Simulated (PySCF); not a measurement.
An excited-state job on `C=C(F)CC`.

Method: TDDFT CAM-B3LYP/def2-SVPD, vertical, gas phase, core orbitals frozen in the response (PySCF 2.14.0, density-fitted response routines). Geometry: PBE0-D3(BJ)/def2-SVP. The input is one job of a driver script: a line of settings, then coordinates in Å.

Input:
```
{"job": {"kind": "uv", "xc": "CAM-B3LYP", "basis": "def2-SVPD", "ip": true}, "charge": 0, "multiplicity": 1}
C     -1.918144    -0.618437     0.148695
C     -0.906391     0.245227     0.130987
F     -0.963769     1.355523     0.882789
C      0.367477     0.153374    -0.637124
C      1.602476     0.141285     0.258232
H     -2.800455    -0.430099     0.762340
H     -1.873818    -1.524057    -0.455934
H      0.330300    -0.746521    -1.268448
H      0.416137     1.020407    -1.319701
H      1.629685     1.035782     0.897237
H      2.523191     0.124262    -0.342928
H      1.605340    -0.742329     0.914459
```

Output:
```
coarse grid: 9776 points
cycle   1  E = -256.0761302959  dE =  4.889e-01  |g| = 4.729e-01  |ddm| = 4.753e+00
cycle   2  E = -256.0729298685  dE =  3.200e-03  |g| = 5.342e-01  |ddm| = 9.944e-01
cycle   3  E = -256.1220887303  dE = -4.916e-02  |g| = 4.963e-02  |ddm| = 5.393e-01
cycle   4  E = -256.1225459147  dE = -4.572e-04  |g| = 2.058e-02  |ddm| = 8.592e-02
cycle   5  E = -256.1226460230  dE = -1.001e-04  |g| = 4.988e-03  |ddm| = 3.501e-02
cycle   6  E = -256.1226513377  dE = -5.315e-06  |g| = 1.681e-03  |ddm| = 9.917e-03
final grid: 94040 points
cycle   7  E = -256.1685319497  dE = -2.560e-05  |g| = 5.141e-03  |ddm| = 6.822e-02
cycle   8  E = -256.1685295069  dE =  2.443e-06  |g| = 6.478e-03  |ddm| = 1.082e-02
cycle   9  E = -256.1685367519  dE = -7.245e-06  |g| = 3.470e-04  |ddm| = 4.995e-03
cycle  10  E = -256.1685367754  dE = -2.349e-08  |g| = 1.395e-04  |ddm| = 6.396e-04
cycle  11  E = -256.1685367804  dE = -4.946e-09  |g| = 1.883e-05  |ddm| = 2.697e-04
cycle  12  E = -256.1685367805  dE = -9.061e-11  |g| = 7.353e-06  |ddm| = 4.498e-05
converged SCF energy = -256.1685367805

Static polarisability (au): isotropic 51.767, principal 43.004 47.181 65.114

Singlet excitations
state   eV       nm        f      main configurations
  1   7.0027    177.1   0.06079   H->L 0.69, H->L+1 0.19
  2   7.3892    167.8   0.39933   H->L+1 0.76, H->L 0.21
  3   8.0641    153.7   0.00819   H->L+2 0.58, H->L+3 0.20, H->L+5 0.09
  4   8.3622    148.3   0.01467   H->L+3 0.35, H->L+4 0.20, H->L+5 0.18
  5   8.5851    144.4   0.02439   H->L+4 0.42, H->L+3 0.29, H->L+2 0.11
  6   8.6396    143.5   0.01007   H->L+5 0.31, H->L+4 0.23, H->L+3 0.11
  7   8.7210    142.2   0.00177   H-1->L 0.30, H-1->L+1 0.26, H-2->L 0.11
  8   9.3014    133.3   0.00065   H-2->L 0.46, H-1->L 0.30, H-2->L+1 0.09
  9   9.3640    132.4   0.00020   H->L+6 0.29, H->L+8 0.24, H->L+5 0.16
 10   9.6028    129.1   0.00819   H->L+6 0.47, H->L+7 0.15, H->L+8 0.10

Triplet excitations (Tamm-Dancoff, eV): 4.3977 6.8455 7.8999 8.2275
Vertical ionisation energy (delta-SCF) = 9.7277 eV
```

The SCF starts on a coarse grid where the log names one; the energy can jump when the final grid takes over, and dE then counts from the start density on the new grid. H and L stand for HOMO and LUMO; the number after each pair is its weight.

Question: Give S1 in cm⁻¹ and kJ/mol.

Answer: 7.0027 eV × 8065.54 = 56481 cm⁻¹; × 96.485 = 675.7 kJ/mol.

Question: Give the mean polarisability as a volume in Å³, and the ratio of the largest to the smallest principal value.

Answer: 51.767 au × 0.148185 = 7.67 Å³; 65.114/43.004 = 1.51.

Summary of the converged run: HOMO -8.72 eV, LUMO 1.21 eV; lowest singlet 7.00 eV; lowest triplet 4.40 eV (Tamm–Dancoff); mean polarisability 51.8 au.

Question: How long does this job take on one thread of an Arm Neoverse V1, shared host?

Answer: About 28 s.

One conformer stands for the species.
Labels such as C1 count atoms from 1, the log's own numbers from 0.
